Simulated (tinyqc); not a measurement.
Ways to converge the cycle: SCF convergence aids in the sto-3g basis, for BH3, spin multiplicity 1. Computed by the program tinyqc with PySCF. RHF with one setting changed at a time; a run stops when the energy changes by less than 1e-09 hartree and the error matrix is below 1e-5. The start is the Wolfsberg-Helmholz matrix. Damping d keeps d of the old density; a shift (hartree) raises the virtual levels; DIIS n extrapolates F over n matrices.

Geometry (angstrom):
```
atom        x        y       z
B      0.0000   0.0000  0.0080
H      1.4150   0.0000  0.0000
H     -0.7080   1.2260  0.0000
H     -0.7080  -1.2260  0.0000
```

lowest restricted solution found by these runs and by PySCF = -25.977829 hartree

Largest element of the error matrix X^T (FDS - SDF) X:
```
iteration    plain  damping 0.3  damping 0.6  shift 0.4   DIIS 3   DIIS 8
1          4.0e-01      4.0e-01      4.0e-01    4.0e-01  4.0e-01  4.0e-01
2          6.4e-02      1.1e-01      2.3e-01    1.0e-01  6.4e-02  6.4e-02
3          1.4e-02      4.3e-02      1.4e-01    3.3e-02  1.2e-02  1.2e-02
4          4.0e-03      1.6e-02      8.1e-02    1.4e-02  2.3e-03  2.3e-03
5          1.0e-03      7.6e-03      4.9e-02    7.6e-03  9.1e-05  2.5e-05
6          3.3e-04      4.1e-03      3.1e-02    3.9e-03  7.0e-06  1.9e-06
8          3.0e-05      1.1e-03      1.3e-02    9.8e-04        -        -
10         2.8e-06      3.0e-04      5.6e-03    2.4e-04        -        -
14               -      2.1e-05      1.6e-03    1.5e-05        -        -
20               -            -      2.4e-04          -        -        -
30               -            -      9.6e-06          -        -        -
```

How each run ends:
```
run          iterations  E (hartree)         state
plain                10   -25.977829  lowest found
damping 0.3          19   -25.977829  lowest found
damping 0.6          39   -25.977829  lowest found
shift 0.4            15   -25.977829  lowest found
DIIS 3                7   -25.977829  lowest found
DIIS 8                7   -25.977829  lowest found
```

What does the comparison show, and why?

6 of 6 runs reach the lowest restricted solution found, in 7 to 39 iterations (fastest: DIIS 3, DIIS 8). Plain steps already contract here, so damping only slows them. DIIS 3 and DIIS 8 gain by cancelling the error over several earlier matrices, much as a quasi-Newton step does.
